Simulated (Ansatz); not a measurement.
Two shapes of singlet SO3.

Shape 1:

```xyz
4

S    -0.0352    0.0234   -0.0267
O     1.4136   -0.0320    0.0265
O    -0.7472    1.2888   -0.0129
O    -0.7399   -1.2796    0.0340
```

Shape 2:

```xyz
4

S     0.0025    0.0070    0.0067
O     1.4512    0.0009   -0.0021
O    -0.7156    1.2416    0.0052
O    -0.7111   -1.2458    0.0006
```

Basis set: STO-3G (spherical functions). Correlated methods keep 8 orbitals frozen. Charge 0, multiplicity 1.

Computed with Ansatz (development build ahead of 0.2.0); each method stands on the lowest determinant of its kind that the runs found.

(1) Which shape is lower in energy, and by how much in each method?

Results:

(1)

| method | E(2) − E(1) (eV) |
| --- | --- |
| RHF | 0.518 |
| RHF-MP2 | 0.651 |

Shape 1 is lower.
